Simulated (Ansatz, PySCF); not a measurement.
This Ansatz (a first-principles code) input computes a PBE/def2-TZVPD energy:

Ansatz 0.2 input:
```yaml
crystal:
  periodic: [false, false, false]
  atoms:
    - {symbol: C, position_ang: [0.00150420, 0.06782275, 0.35234476]}
    - {symbol: H, position_ang: [0.00420647, -0.06617570, 1.47074893]}
    - {symbol: C, position_ang: [0.00836434, 1.49076899, -0.15367575]}
    - {symbol: H, position_ang: [-0.87400686, 2.03508487, 0.22502747]}
    - {symbol: H, position_ang: [0.89948318, 2.02456257, 0.21948169]}
    - {symbol: C, position_ang: [1.24463462, -0.68990047, -0.13394913]}
    - {symbol: H, position_ang: [1.26512854, -0.68733128, -1.22899581]}
    - {symbol: H, position_ang: [2.15557123, -0.18983784, 0.21049222]}
    - {symbol: H, position_ang: [1.26778541, -1.72832745, 0.23041004]}
    - {symbol: C, position_ang: [-1.25354649, -0.67507850, -0.12613720]}
    - {symbol: H, position_ang: [-1.28085629, -0.67222569, -1.22103440]}
    - {symbol: H, position_ang: [-1.28673820, -1.71317120, 0.23839815]}
    - {symbol: H, position_ang: [-2.15631350, -0.16425497, 0.22397568]}
basis:
  gaussian:
    orbitals: def2-TZVPD
hamiltonian:
  xc: {name: PBE}
total_charge: -1
output: {forces: true}
```

Task: Write an input for the same energy in PySCF and say what it gives.

Result: 
```python
from pyscf import gto, scf, dft

mol = gto.M(
    atom='''
    C     0.00150420    0.06782275    0.35234476
    H     0.00420647   -0.06617570    1.47074893
    C     0.00836434    1.49076899   -0.15367575
    H    -0.87400686    2.03508487    0.22502747
    H     0.89948318    2.02456257    0.21948169
    C     1.24463462   -0.68990047   -0.13394913
    H     1.26512854   -0.68733128   -1.22899581
    H     2.15557123   -0.18983784    0.21049222
    H     1.26778541   -1.72832745    0.23041004
    C    -1.25354649   -0.67507850   -0.12613720
    H    -1.28085629   -0.67222569   -1.22103440
    H    -1.28673820   -1.71317120    0.23839815
    H    -2.15631350   -0.16425497    0.22397568
    ''',
    basis='def2-tzvpd',
    charge=-1,
    spin=0,
    verbose=4,
)

mf = dft.RKS(mol, xc='pbe').density_fit(auxbasis='def2-universal-jkfit')
mf.grids.level = 3
mf.conv_tol = 1e-9
mf.max_cycle = 100
mf.max_memory = 1500
mf.kernel()
if not mf.converged:
    mf = mf.newton()
    mf.kernel(mf.make_rdm1())
mf.analyze()
```
It gives -157.60703 Eh, and Ansatz -157.60691 Eh, a difference of 0.12 mEh, from the treatment of integrals and grids.

It need not be the lowest isomer of its formula. Whether it binds its extra electron was not tested at this geometry.
